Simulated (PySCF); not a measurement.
**Ionisation energy of He by level of theory**

He 1s2 (1S) → He⁺ 1s1 (2S), as a difference of total energies. Calculation: PySCF 2.14, in def2-TZVPPD; no relativity, point nucleus. Correlated levels: valence: nothing frozen. The calculations carry no spin-orbit coupling.

Question: Order these methods by the ionisation energy they give, lowest first.
A. UHF
B. CCSD (valence)
C. SCS-MP2 (valence)
D. MP2 (valence)

Answer: A (23.450 eV), D (24.357 eV), B (24.516 eV), C (24.538 eV).

Errors of the correlated levels include the incompleteness of this basis.

With two correlated electrons CCSD is exact in that space.

For comparison: 24.587 eV (measured; NIST Atomic Spectra Database, ionization energies).
